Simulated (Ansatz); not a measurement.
Results of r²SCAN in Ansatz (PAW) for rutile MnO2.

Numerical settings: plane-wave cutoff 500 eV, 10×10×14 k mesh (along the axes of the cell as run), Fermi–Dirac smearing 0.05 eV, magnetic order afm, spin-polarised with opposed moments, scalar-relativistic PAW data made under PBE.

Cell (relaxed at this level):

```xyz
6
Lattice="4.3833 0.0000 0.0000 0.0000 4.3833 0.0000 0.0000 0.0000 2.8611" Properties=species:S:1:pos:R:3 pbc="T T T"
Mn     0.0000     0.0000     0.0000
Mn     2.1916     2.1916     1.4306
O      1.3359     1.3359     0.0000
O      3.0474     3.0474     0.0000
O      0.8558     3.5275     1.4306
O      3.5275     0.8558     1.4306
```

Task: Predict the magnetic moment (largest site, within a sphere) and band gap.

Result: 
magnetic moment (largest site, within a sphere): 2.40 μB
band gap: 0.38 eV (on the SCF k mesh)

Note: the collinear magnetic order is the start's and need not be the measured one.

Moments are spin moments.

Computed values are for the static lattice.

It cost roughly 8 core-minutes of CPU time.

Ansatz is a quantum-chemistry and plane-wave program.
